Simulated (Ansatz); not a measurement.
Two isomers of C4H8O: A = `C[C@@H]1O[C@H]1C`, B = `CC1(C)CO1`.

Gas-phase electronic energies from Ansatz, PBE0-D4/def2-TZVP geometries. CCSD(T)/CBS is the MP2 limit (def2-TZVPP, def2-QZVPP) plus CCSD(T) − MP2 in def2-TZVPP, frozen cores. DFT in def2-TZVPP. B3LYP here is the variant with VWN-RPA as its local correlation; programs differ in this.

Which isomer does CCSD(T)/CBS put lower? Give the gap. (Estimate.)

Ansatz gave: B, by 0.5 kJ/mol. So small a gap doesn't settle the order.

Give E(B) − E(A) in kJ/mol with B3LYP, CCSD/def2-TZVPP, PBE-D4, B2PLYP, PBE0-D4, ωB97M-V, CCSD(T)/def2-TZVPP. (Estimate.)

The calculation gave: B3LYP 3.8, CCSD/def2-TZVPP 0.2, PBE-D4 2.0, B2PLYP 1.9, PBE0-D4 1.5, ωB97M-V 0.1, CCSD(T)/def2-TZVPP -0.3. The order is the other way round with B3LYP, PBE-D4, B2PLYP, PBE0-D4.

Largest T1 diagnostic: 0.011.

In def2-TZVPP, CCSD(T) changes the Hartree–Fock value by −3.7 kJ/mol (the triples alone add −0.6 kJ/mol) and MP2 by −4.6 kJ/mol.
